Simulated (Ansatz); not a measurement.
# HSO2− (SMILES [O-]SO): single points off equilibrium

Aim: energy, forces and dipole at a frame of a short trajectory, from CCSD(T) and from density functionals.

Method: single points in def2-TZVPPD; program: Ansatz 0.2.0, Gaussian basis.

Cores are frozen in the correlated methods.

## Step 1: The starting structure

SMILES `[O-]SO`, 4 atoms, charge -1, spin multiplicity 1.

Atoms are counted from 1 here; the program's logs count them from 0.

Bond lengths: O1–S2 1.531 Å, S2–O3 1.741 Å, O3–H4 0.991 Å. Angles: O1–S2–O3 104.1°, S2–O3–H4 99.7°.

Geometry (Å):

| atom | x (Å) | y (Å) | z (Å) |
| --- | --- | --- | --- |
| O1 | -1.34188 | 0.81272 | -0.39578 |
| S2 | -0.50507 | 0.30504 | 0.78100 |
| O3 | 0.60518 | -0.82279 | 0.05631 |
| H4 | 1.29692 | -0.19093 | -0.26813 |

## Step 2: PBE-D4/def2-TZVPPD

Contents of run/in.yaml:

```yaml
crystal:
  periodic: [false, false, false]
  atoms:
    - {symbol: O, position_ang: [-1.341882, 0.812720, -0.395776]}
    - {symbol: S, position_ang: [-0.505072, 0.305036, 0.780997]}
    - {symbol: O, position_ang: [0.605177, -0.822790, 0.056310]}
    - {symbol: H, position_ang: [1.296918, -0.190927, -0.268133]}
basis:
  gaussian: {orbitals: "def2-TZVPPD.json"}
total_charge: -1
hamiltonian: {xc: pbe, dispersion: d4}
output: {forces: true}
```

The basis file named in the input lies beside it (Basis Set Exchange, JSON).

Run with:

```
> ansatz run in.yaml --threads 2 --pin off --events-out ev --progress --plain --max-ram 3481MiB
```

## Step 3: r2SCAN-D4/def2-TZVPPD

run/in.yaml: that of step 2 with these lines changed.

```diff
@@ -10,3 +10,3 @@
 total_charge: -1
-hamiltonian: {xc: pbe, dispersion: d4}
+hamiltonian: {xc: r2scan, dispersion: d4}
 output: {forces: true}
```

## Step 4: PBE0-D4/def2-TZVPPD

run/in.yaml: that of step 3 with these lines changed.

```diff
@@ -10,3 +10,3 @@
 total_charge: -1
-hamiltonian: {xc: r2scan, dispersion: d4}
-output: {forces: true}
+hamiltonian: {xc: pbe0, dispersion: d4}
+output: {forces: true, orbitals: {seedname: orbitals}}
```

## Step 5: wB97M-V/def2-TZVPPD

run/in.yaml: that of step 4 with these lines changed.

```diff
@@ -10,3 +10,3 @@
 total_charge: -1
-hamiltonian: {xc: pbe0, dispersion: d4}
-output: {forces: true, orbitals: {seedname: orbitals}}
+hamiltonian: {xc: {name: wB97M-V}}
+output: {forces: true}
```

## Step 6: CCSD(T)/def2-TZVPPD

run/in.yaml: that of step 5 with these lines changed.

```diff
@@ -10,3 +10,3 @@
 total_charge: -1
-hamiltonian: {xc: {name: wB97M-V}}
+correlation: {method: ccsd_t}
 output: {forces: true}
```

(Steps that only read results are left out.)

Q: Predict the outcome of this session. Wanted: RMS force component; RMS force error; HOMO and LUMO, PBE0-D4; T1 diagnostic.

The runs gave:

```
              quantity                                                             value
   RMS force component                              0.610 to 0.679 eV/Å over the methods
       RMS force error  PBE-D4 0.242, r2SCAN-D4 0.123, PBE0-D4 0.295, wB97M-V 0.249 eV/Å
HOMO and LUMO, PBE0-D4                                                  0.99 and 3.91 eV
         T1 diagnostic                                                             0.020
```

In words: For forces r2SCAN-D4 does best and PBE0-D4 worst. Frozen-core CCSD(T) forces in triple zeta carry basis errors of their own, and this is one geometry, so small gaps rank nothing.
